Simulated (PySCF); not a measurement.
Species: nitryl fluoride, FNO2.
Cartesian coordinates in Å at the PBE0-D3(BJ)/def2-SVP level; atoms count from 1:
```
atom  x, y, z in Å
O1    -0.2442    1.1938    0.2865
N2     0.1083    0.0760    0.3041
O3     1.1475   -0.4645    0.2563
F4    -0.9820   -0.8403    0.4076
```

The closed-shell ground state was solved at several levels (PySCF, density fitting, gas phase, non-relativistic).

```json
{"level": "B3LYP/pcJ-0", "basis functions": "52", "total energy (Eh)": "-304.1482", "HOMO (eV)": "-9.88", "LUMO (eV)": "-3.11", "gap (eV)": "6.77", "dipole (D)": "0.15"}
{"level": "B3LYP/def2-TZVP", "basis functions": "124", "total energy (Eh)": "-305.0258", "HOMO (eV)": "-10.11", "LUMO (eV)": "-2.90", "gap (eV)": "7.21", "dipole (D)": "0.19"}
{"level": "PBE/pcJ-1", "basis functions": "108", "total energy (Eh)": "-304.6240", "HOMO (eV)": "-8.35", "LUMO (eV)": "-3.55", "gap (eV)": "4.80", "dipole (D)": "0.23"}
{"level": "HF/pcJ-1", "basis functions": "108", "total energy (Eh)": "-303.3938", "HOMO (eV)": "-14.67", "LUMO (eV)": "1.73", "gap (eV)": "16.40", "dipole (D)": "0.02"}
{"level": "PBE0/pcJ-1", "basis functions": "108", "total energy (Eh)": "-304.5832", "HOMO (eV)": "-10.40", "LUMO (eV)": "-2.59", "gap (eV)": "7.81", "dipole (D)": "0.20"}
{"level": "KT2/pcJ-1", "basis functions": "108", "total energy (Eh)": "-309.2054", "HOMO (eV)": "-8.57", "LUMO (eV)": "-3.49", "gap (eV)": "5.08", "dipole (D)": "0.24"}
{"level": "BHandHLYP/pcJ-1", "basis functions": "108", "total energy (Eh)": "-304.7170", "HOMO (eV)": "-12.37", "LUMO (eV)": "-1.49", "gap (eV)": "10.88", "dipole (D)": "0.13"}
```

**Question.** What might B3LYP/aug-cc-pVTZ-J (184 basis functions) give for the same quantities?

**Answer.** Total energy -305.0200 Eh, HOMO -10.17 eV, LUMO -3.01 eV, gap 7.16 eV, dipole 0.22 D.

**Question.** Over all these levels, which gives the widest orbital gap and which the narrowest?

**Answer.** HF/pcJ-1 (Hartree–Fock, all exact exchange) has the widest, 16.40 eV, and PBE/pcJ-1 (GGA) the narrowest, 4.80 eV. The two share the basis. From the narrowest to the widest the HOMO moves by -6.32 eV and the LUMO by +5.28 eV.

**Question.** How much does the basis alone move the frontier levels among the 3 B3LYP rows (the withheld one included)?

**Answer.** The HOMO by 0.29 eV and the LUMO by 0.21 eV. By rising basis size (HOMO, LUMO in eV): pcJ-0 -9.88, -3.11; def2-TZVP -10.11, -2.90; aug-cc-pVTZ-J -10.17, -3.01.

**Question.** In the pcJ-1 basis, how does the gap go with the fixed share of exact exchange?

**Answer.** PBE (0 %) 4.80 eV; KT2 (0 %) 5.08 eV; PBE0 (25 %) 7.81 eV; BHandHLYP (50 %) 10.88 eV; HF (100 %) 16.40 eV. Each rise in the share widens the gap here.

**Question.** How far do the dipole and the HOMO energy spread over the levels?

**Answer.** The dipole runs from 0.02 to 0.24 D (mean 0.17 D) and the HOMO from -14.67 to -8.35 eV.
